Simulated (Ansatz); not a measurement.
## Reading a saddle point

A first-order saddle point of CH7FSi, closed shell, PBE0-D4/def2-TZVP, with one imaginary mode of 1086i cm⁻¹:

```csv
atom,x (Å),y (Å),z (Å)
Si1,-0.3722,0.0674,-0.5683
F2,1.4826,0.6614,-0.8668
H3,-0.2828,-0.6320,-1.8680
H4,-1.8379,0.3610,-0.4363
C5,0.0916,-0.8115,0.9999
H6,0.6576,1.5340,-0.7047
H7,-0.2624,1.7687,-0.5435
H8,0.1139,-0.1030,1.8322
H9,-0.6629,-1.5670,1.2316
H10,1.0726,-1.2790,0.9238
```

Computed with Ansatz 0.2.0 (basis: def2-TZVPP and def2-QZVPP); correlated methods freeze the cores. Extrapolation: Hartree–Fock as exp(−7.88 √X), correlation as X^−2.97.

(1) Which contacts change along the imaginary mode, and what lies on either side? (A judgement: the text doesn't fix the answer.)

(2) Which side is lower, and how far does the saddle lie above each? (To be estimated.)

T1 diagnostic: at most 0.013.

## Answers

(1) Computed: The step is CH₅FSi ([CH3][SiH2][F]) + H₂ → CH₆Si ([CH3][SiH3]) + HF, with the molecules in contact on both sides. Shortening one way: Si1–H7, F2–H6; lengthening the same way: Si1–F2, H6–H7.
```json
{"pair": "Si1–H7", "one side (Å)": "4.28", "saddle (Å)": "1.70", "other side (Å)": "1.50"}
{"pair": "F2–H6", "one side (Å)": "2.64", "saddle (Å)": "1.21", "other side (Å)": "0.93"}
{"pair": "Si1–F2", "one side (Å)": "1.61", "saddle (Å)": "1.97", "other side (Å)": "3.50"}
{"pair": "H6–H7", "one side (Å)": "0.75", "saddle (Å)": "0.96", "other side (Å)": "1.70"}
```

(2) By the calculation: The side with Si1–F2, H6–H7 short is lower by 109.7 kJ/mol; the saddle lies 255.1 kJ/mol above it and 145.4 kJ/mol above the other (CCSD(T) at an estimated basis limit (MP2 extrapolated from triple and quadruple zeta, plus CCSD(T) − MP2 in triple zeta); electronic energies).

Labels in which every atom is bracketed show which atoms are joined, not bond orders.

For scale, one of the runs: CCSD(T)/def2-TZVPP, 202 basis functions, launched by `ansatz run in.yaml --threads 2 --pin off --events-out ev --progress --plain --max-ram 4352MiB`. Time: 51 s of wall clock on 2 CPU threads; the host was shared. Peak host memory: 2.5 GiB.
